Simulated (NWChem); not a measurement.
**Correlation energy of P**

```xyz
1

P      0.0000     0.0000     0.0000
```
Charge 0, spin multiplicity 4.

Everything below was run with NWChem.

Basis set: cc-pVTZ. Each correlation energy counts from its own Hartree-Fock reference.

The correlated methods keep 5 core orbitals frozen. No SCF solution was tested for a lower state. Open-shell Hartree-Fock references start from PBE0 orbitals. No row is a measurement; the coupled-cluster row has its own basis-set and correlation limits.

Problem. Order these methods by the correlation energy they give, lowest first: URI-MP2, SCS-UMP2, CCSD on UHF, CCSD[T] on UHF, CCSDT on ROHF.

Solution. CCSDT on ROHF (-105.7 mHa), CCSD[T] on UHF (-104.7 mHa), CCSD on UHF (-100.9 mHa), URI-MP2 (-83.3 mHa), SCS-UMP2 (-80.2 mHa)
